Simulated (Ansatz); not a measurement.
Computed with Ansatz on PBE0-D4/def2-TZVP structures; ΔE is electronic, products minus reactants. CBS: MP2 limit from def2 TZ/QZ plus the TZ coupled-cluster correction, frozen cores. Each species was taken in one conformer, which may not be the lowest.

Reaction (formal exchange of groups at a C–O bond): `C=COC(=C)N` + `CCC` → `C=CCCC` + `C=C(N)O`

```
     species  CCSD(T)/CBS(def2) energy (Eh)
`C=COC(=C)N`                     -286.23963
       `CCC`                     -118.98051
    `C=CCCC`                     -196.26795
   `C=C(N)O`                     -208.96738
```

Problem. Work out ΔE.

Solution. ΔE = (-196.26795) + (-208.96738) − (-286.23963) − (-118.98051) = -0.01519 Eh = -0.41 eV.

Largest T1 diagnostic among the species: 0.013.

From PBE to PBE0 (25 % exact exchange), in def2-TZVPP and without D4, ΔE moves by −0.06 eV.
